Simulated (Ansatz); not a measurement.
C4H6O can be A, `C=CCC=O`, or B, `C/C=C\C=O`.

Computed with Ansatz on PBE0-D4/def2-TZVP structures; ΔE is electronic, products minus reactants. CBS: MP2 limit from def2 TZ/QZ plus the TZ coupled-cluster correction, frozen cores. Functionals use def2-TZVPP. One conformer a species, not always the lowest.

Q: Which isomer does CCSD(T)/CBS put lower? Give the gap. (Estimate.)

A: Computed: B, by 3.7 kcal/mol.

Q: Give E(B) − E(A) in kcal/mol with r2SCAN-D4, CCSD(T)/def2-TZVPP, LDA (SPW92), CCSD/def2-TZVPP, PBE0-D4, BLYP-D4, CCSD(T)/def2-SVP. (An estimate is asked.)

A: Ansatz gave: r2SCAN-D4 -5.7, CCSD(T)/def2-TZVPP -3.6, LDA (SPW92) -5.9, CCSD/def2-TZVPP -3.2, PBE0-D4 -5.1, BLYP-D4 -5.7, CCSD(T)/def2-SVP -3.1. None reverses the order clearly.

Q: Does the order hold for the free energy at 298.15 K (harmonic terms from PBE0-D4)? (Estimate.)

A: Computed: Yes: G(B) − G(A) = -3.2 kcal/mol, for one conformer each.

Largest T1 diagnostic: 0.014.

Leaving LDA and LC-ωPBE aside and taking each functional with its dispersion term where it has one, the values, not all of them listed here, spread over 2.3 kcal/mol, from PBE-D4 to ωB97M-V. From r2SCAN to r2SCAN0 (25 % exact exchange), in def2-TZVPP and without D4, E(B) − E(A) moves by +0.7 kcal/mol.
